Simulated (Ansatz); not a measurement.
```yaml
crystal:
  periodic: [false, false, false]
  atoms:
    - {symbol: Mn, position_ang: [0.000000, 0.000000, 0.000000]}
    - {symbol: Si, position_ang: [0.000000, 0.000000, 2.500000]}
basis:
  gaussian: {orbitals: def2-TZVP}
total_charge: 1
magnetization: {spin_polarized: true, initial_magnetization: 2}
hamiltonian: {xc: pbe0}
relax: {f_tol: 0.004, max_steps: 80}
```

```sh
$ ansatz run in.yaml --threads 1 --pin off --events-out ev --progress --plain --max-ram 2176MiB
```

Steps of the relaxation (energy above the last step; positions in Å, forces in eV/Å):

```
2
step 1, 282.0 meV
Mn    0.000    0.000    0.000    0.000    0.000    1.731
Si    0.000    0.000    2.500    0.000    0.000   -1.731
```

```
2
step 2, 2.4 meV
Mn    0.000    0.000    0.127    0.000    0.000    0.217
Si    0.000    0.000    2.373    0.000    0.000   -0.217
```

```
2
step 3, 0.1 meV
Mn    0.000    0.000    0.139    0.000    0.000   -0.037
Si    0.000    0.000    2.361    0.000    0.000    0.037
```

```
2
step 4, 0.0 meV
Mn    0.000    0.000    0.138    0.000    0.000    0.000
Si    0.000    0.000    2.362    0.000    0.000    0.000
```

Close pairs at the end: Mn1–Si2 2.225 Å.

A stationary point of unrestricted PBE0 after 4 steps, with ⟨S²⟩ = 4.133 against 2.00 for a pure state. 25 s on 1 thread of Intel Xeon 6975P-C, shared host.
